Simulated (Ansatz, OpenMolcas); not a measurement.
# C2H3F (SMILES C=CF): from total energies to a heat of formation

C2H3F: 6 atoms, total charge 0, spin state singlet. As SMILES, `C=CF`. Geometry: relaxed at PBE0-D4/def2-TZVP.

```xyz
6

C    -0.5362    0.0764   -0.4428
C     0.4900   -0.0163    0.3766
F     0.9662   -1.1924    0.7955
H    -1.0439   -0.8033   -0.8166
H    -0.8802    1.0541   -0.7497
H     1.0461    0.8174    0.7907
```

Total energies at TPSS/def2-TZVP (OpenMolcas 26.06); the atoms run unrestricted:

| species | state | energy (Eh) |
| --- | --- | --- |
| C2H3F | singlet | -177.922221 |
| C | triplet | -37.864593 |
| F | doublet | -99.773127 |
| H | doublet | -0.499867 |

Harmonic wavenumbers at PBE0-D4/def2-TZVP, in cm⁻¹: 488, 737, 892, 948, 973, 1190, 1335, 1410, 1732, 3185, 3213, 3286.

Measured heats of formation of the gaseous atoms at 298.15 K, in kJ/mol: C 716.9, F 79.4, H 218.0. Spin-orbit lowering of the atoms at 298 K (mean of the ground term's levels less their thermal mean, from spectra), in kJ/mol: C 0.02, F 1.29. Take 1 Eh = 2625.50 kJ/mol, 1 cm⁻¹ = 0.0119627 kJ/mol, RT = 2.479 kJ/mol.

Question: What heat of formation follows?

Answer: 
1. Electronic atomisation energy: 2 × (-37.864593) + (-99.773127) + 3 × (-0.499867) − (-177.922221) = 0.920307 Eh = 2416.3 kJ/mol.
2. Zero-point energy: half the sum of the wavenumbers, 9694.5 cm⁻¹ = 116.0 kJ/mol.
3. Thermal vibrational enthalpy, Σ hcν̃/(exp(hcν̃/kT) − 1): 1.3 kJ/mol. Translation, rotation and pV of a non-linear molecule: 4 RT = 9.9 kJ/mol.
4. The 6 free atoms carry 5/2 RT each: 37.2 kJ/mol.
5. Spin-orbit coupling lowers the free atoms by 2 × 0.02 + 1.29 = 1.3 kJ/mol.
6. Atomisation enthalpy at 298 K: 2416.3 − 1.3 − 116.0 − 1.3 − 9.9 + 37.2 = 2325.0 kJ/mol.
7. Sum of the atoms' heats of formation: 2167.2 kJ/mol. Heat of formation: 2167.2 − 2325.0 = -157.8 kJ/mol.

The tabulated value is -142.5 kJ/mol (Active Thermochemical Tables), so this level is off by -15.3 kJ/mol, or 0.7 % of the atomisation enthalpy. Anharmonicity and any spin-orbit splitting of the molecule are left out.
